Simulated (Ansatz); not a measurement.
Basis-set extrapolation for C2H3Si (`[C]#C[SiH3]`) radical (PBE0-D4/def2-TZVP geometry, frozen core, Ansatz 0.2.0). Multiplicity 2, UHF reference.

```tsv
	def2-TZVPP	def2-QZVPP
HF	-366.307538	-366.319601
MP2 correlation	-0.358527	-0.384198
CCSD(T) correlation	-0.432293	not run
```

Energies in hartree. Use E(X) = E(∞) + A·exp(−7.88·√X) for Hartree–Fock and E(X) = E(∞) + B·X^(−2.97) for correlation, with X = 3 and 4, and add CCSD(T) minus MP2 of the smaller set to the MP2 limit.

Question: What is the CCSD(T) energy at the basis-set limit?

Answer: HF limit: -366.319601 + (-0.012063) × 0.13774 = -366.32126. MP2 limit: -0.384198 + (-0.025671) × 0.74074 = -0.40321. Higher-order term: -0.432293 − (-0.358527) = -0.07377. Total: -366.79824 hartree, 153.4 kJ/mol below CCSD(T)/def2-TZVPP.

The UHF reference is spin-contaminated (⟨S²⟩ = 1.16, T1 = 0.053).
